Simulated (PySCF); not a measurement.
C₄H₄N₂, SMILES c1cncnc1, point group C2v.

Level: B3LYP/pcSseg-1 in PySCF (density fitting, grid level 2); geometry and Hessian at that level, cubic constants and property derivatives from steps of ±0.6 along each species' dimensionless normal coordinates, second-order vibrational perturbation theory. The parent has the commonest isotopes.

Equilibrium geometry (Å):

```tsv
atom	x	y	z
C1	-1.0482	0.4390	0.0459
C2	-0.8220	-0.9323	0.1115
N3	0.4065	-1.4548	0.0481
C4	1.4092	-0.5824	-0.0825
N5	1.3112	0.7474	-0.1554
C6	0.0744	1.2497	-0.0900
H7	-2.0500	0.8554	0.0982
H8	-1.6457	-1.6378	0.2181
H9	2.4138	-1.0000	-0.1350
H10	-0.0138	2.3343	-0.1489
```

(1) How much do zero-point and thermal motion change the parent's shieldings?

(2) And the bond lengths, in the parent and with ²H at 7?

(3) What are the dipole moments?

The study (163 SCF points, 122 basis functions) took 13 min on 1 thread of AMD EPYC 9R45 (shared host) (rough), peak memory 0.65 GiB, launched as `OMP_NUM_THREADS=1 python ens_run.py task.json out`.

Results:

(1) 
| atom | σe (ppm) | anharmonic part, 0 K | harmonic part, 0 K | Δσ at 0 K | Δσ at 250 K | Δσ at 700 K |
| --- | --- | --- | --- | --- | --- | --- |
| C1 | 53.16 | -1.39 | -2.99 | -4.38 | -4.37 | -4.95 |
| C2 | 15.68 | -1.41 | -2.20 | -3.61 | -3.64 | -4.31 |
| N3 | -84.79 | -3.26 | -5.56 | -8.82 | -8.71 | -9.91 |
| C4 | 10.98 | -1.45 | -1.80 | -3.24 | -3.27 | -3.84 |
| H7 | 24.49 | -0.11 | -0.26 | -0.38 | -0.38 | -0.42 |
| H8 | 22.73 | -0.12 | -0.28 | -0.41 | -0.41 | -0.45 |
| H9 | 22.10 | -0.13 | -0.30 | -0.43 | -0.43 | -0.47 |

(2) 
| bond | re (Å) | ⟨r⟩ at 0 K | between mean positions | ⟨r⟩, labelled |
| --- | --- | --- | --- | --- |
| C1–C2 | 1.3914 | 1.3992 | 1.3968 | 1.3990 |
| C2–N3 | 1.3365 | 1.3432 | 1.3409 | 1.3432 |
| N3–C4 | 1.3355 | 1.3424 | 1.3401 | 1.3425 |
| C1–H7 | 1.0861 | 1.1066 | 1.0904 | 1.1012 |
| C2–H8 | 1.0898 | 1.1109 | 1.0952 | 1.1109 |
| C4–H9 | 1.0892 | 1.1103 | 1.0950 | 1.1103 |

(3) 2.369 D at equilibrium; averaged at 0 K: parent 2.311 D; ²H at 7 2.321 D.
